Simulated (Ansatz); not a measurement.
# BH₂+ (triplet): the correlation ladder at angle H2–B1–H3 = 108.3°, aug-cc-pVTZ

The task here is to estimate one member of a computed series from the others.

The runs use Ansatz 0.2.0, Gaussian basis; aug-cc-pVTZ, core rule «outside noble gas», up to 1 orbitals frozen.

Plan: UHF; CCSD(T) on ROHF; CCSD(T) on UHF; BCCD(T) on ROHF; CCSDT(Q) on ROHF; CCSDT(Q) on UHF; CASSCF and NEVPT2, 4 electrons in 6 orbitals; Full CI.

12 further runs of the same task are left out: 2 for a known fault of the program, 7 that didn't finish, 3 set aside as unsound or not needed.

**What is computed**

The geometry derives from a PBE0/def2-TZVP stationary point (not a proven minimum). One angle is set to the value named; bond lengths are kept.

3 atoms, charge 1, spin multiplicity 3.

Atoms are counted from 1 here; the program's logs count them from 0.

Bond lengths: B1–H2 1.291 Å, B1–H3 1.291 Å. Angles: H2–B1–H3 108.3°.

Geometry (Å):

```xyz
3
charge 1, multiplicity 3
B     0.00000    0.00000   -0.11882
H     0.00000    1.04633    0.63721
H     0.00000   -1.04633    0.63721
```

Set-up of the first run:

Input file in.yaml:

```yaml
crystal:
  periodic: [false, false, false]
  atoms:
    - {symbol: B, position_ang: [0.000000, 0.000000, -0.118817]}
    - {symbol: H, position_ang: [0.000000, 1.046328, 0.637207]}
    - {symbol: H, position_ang: [0.000000, -1.046328, 0.637207]}
basis:
  gaussian: {orbitals: aug-cc-pVTZ}
total_charge: 1
magnetization: {spin_polarized: true, initial_magnetization: 2}
hamiltonian: {xc: hf}
output: {orbitals: {seedname: orbitals}}
```

Command:

```
> ansatz run in.yaml --threads 1 --pin off --events-out ev --progress --plain --max-ram 2393MiB
```

Steps of the session up to this table: UHF; CCSD(T) on ROHF; CCSD(T) on UHF; BCCD(T) on ROHF; CCSDT(Q) on ROHF; CCSDT(Q) on UHF; CASSCF and NEVPT2, 4 electrons in 6 orbitals; Full CI.

One table of the session follows, with a row left open; its other results are not shown here.

```
        method  from FCI (meV)
          ROHF         +2182.5
           UHF         +1965.1
          RMP2          +504.2
          UMP2          +533.1
         RCCSD           +59.7
         UCCSD           +54.0
      RCCSD(T)           +12.7
      UCCSD(T)               ?
       BCCD(T)           +12.7
        RCCSDT            +0.5
        UCCSDT             0.0
     RCCSDT(Q)             0.0
     UCCSDT(Q)            -0.5
CASSCF valence         +1045.1
NEVPT2 valence          +236.3
           FCI               0
```

Estimate the missing values for UCCSD(T).

The run gave: from FCI (meV): +12.0. In the column «from FCI (meV)» it lies between RCCSDT (+0.5) and RCCSD(T) (+12.7).

Among the levels timed on like hardware and quicker than the yardstick, those that no quicker one beats, quickest first: NEVPT2 valence (1.8 s, +236.3 meV); BCCD(T) (3.5 s, +12.7 meV); UCCSD(T) (18 s, +12.0 meV).

To keep in mind: The yardstick is full CI for this spin, exact in this basis with these frozen cores. Levels on UHF freeze UHF's core orbitals, full CI those of ROHF, so the U rows can settle a little off it for that reason alone. Restricted and unrestricted rows rest on different reference determinants; where their highest levels disagree by more than a few hundredths of an eV, they describe different states and don't form one ladder.
